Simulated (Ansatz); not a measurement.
Basis-set extrapolation for C3H5Cl, SMILES `C=CCCl` (PBE0-D4/def2-TZVP geometry, frozen core, Ansatz 0.2.0). Multiplicity 1, RHF reference.

```
                      def2-TZVPP   def2-QZVPP
                 HF  -576.048524  -576.066715
    MP2 correlation    -0.686365    -0.737716
CCSD(T) correlation    -0.762134      not run
```

Energies in hartree. Use E(X) = E(∞) + A·exp(−7.88·√X) for Hartree–Fock and E(X) = E(∞) + B·X^(−2.97) for correlation, with X = 3 and 4, and add CCSD(T) minus MP2 of the smaller set to the MP2 limit.

Question: What is the CCSD(T) energy at the basis-set limit?

Answer: HF limit: -576.066715 + (-0.018191) × 0.13774 = -576.06922. MP2 limit: -0.737716 + (-0.051351) × 0.74074 = -0.77575. Higher-order term: -0.762134 − (-0.686365) = -0.07577. Total: -576.92074 hartree, 3.00 eV below CCSD(T)/def2-TZVPP.
